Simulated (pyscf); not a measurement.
Thermochemistry of product channels of HC≡CH (SMILES C#C) + OH• (SMILES [OH]) on the doublet surface, in eV, from ωB97M-D3(BJ)/def2-TZVP energies (ideal gas, 1 atm, RRHO with modes under 100 cm⁻¹ raised to 100, one conformer, R ln 2 for rigid chiral ones). PySCF, gas phase, ωB97X-D3(BJ)/def2-SVP geometries.

| products | ΔE | ΔH(298 K) | ΔG(600 K) | ΔG(900 K) |
|---|---|---|---|---|
| •HC=CH–OH (SMILES [CH]=CO) | -1.53 | -1.39 | -0.65 | -0.27 |
| •H₂C–CH=O (SMILES [CH2]C=O) | -2.86 | -2.75 | -2.00 | -1.60 |
| •C≡CH (SMILES [C]#C) + H₂O (SMILES O) | +0.85 | +0.88 | +0.76 | +0.71 |
| :HC–CH=O (SMILES [CH]C=O) [singlet] + H• (SMILES [H]) | +2.42 | +2.26 | +2.27 | +2.27 |
| :C=CH–OH (SMILES [C]=CO) [singlet] + H• (SMILES [H]) | +2.55 | +2.41 | +2.43 | +2.43 |
| H₂C=C•–OH (SMILES C=[C]O) | -1.78 | -1.65 | -0.95 | -0.58 |
| •HC=C=O (SMILES [CH]=C=O) + H₂ (SMILES [H][H]) | -0.90 | -1.07 | -1.08 | -1.10 |

The channel to •HC=CH–OH turns unfavourable between 298 and 1200 K (ΔG from -1.03 eV to +0.11 eV).

These are energies of the channels, which say nothing of barriers. •HC=CH–OH lies 1.63 eV over its isomer H₃C–C•=O, and others may lie lower still (electronic energy, ωB97M-D3(BJ)). •H₂C–CH=O lies 0.29 eV over its isomer H₃C–C•=O, and others may lie lower still (electronic energy, ωB97M-D3(BJ)). :HC–CH=O [singlet] may be a fragile minimum: a first optimisation, from another start, lost the drawn bonds. :C=CH–OH [singlet] may be a fragile minimum: a first optimisation, from another start, lost the drawn bonds. Left out: orbital degeneracy and the spin-orbit lowering of OH. C₂H has a Π state close over its Σ ground state, and the state reached was not checked.
